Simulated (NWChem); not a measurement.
System: ethane (C₂H₆); SMILES CC

```xyz
8

C      0.0000     0.0000     0.7596
C      0.0000     0.0000    -0.7596
H     -0.7240     0.7240     1.1652
H      0.9890     0.2650     1.1652
H     -0.2650    -0.9890     1.1652
H     -0.9890    -0.2650    -1.1652
H      0.7240    -0.7240    -1.1652
H      0.2650     0.9890    -1.1652
```
Atoms are numbered in this order, from 1.

All runs: NWChem. Coordinates come from a PBE0/def2-SVP optimisation. GIAO values for the isolated, static molecule; σ is the absolute isotropic shielding.

For level B3LYP/pcSseg-1:

| Item | Result |
|---|---|
| σ C1 (ppm) | 169.4 |

Estimate the same quantities for level B3LYP/cc-pVDZ.

The σ C1 (ppm) is 182.4.
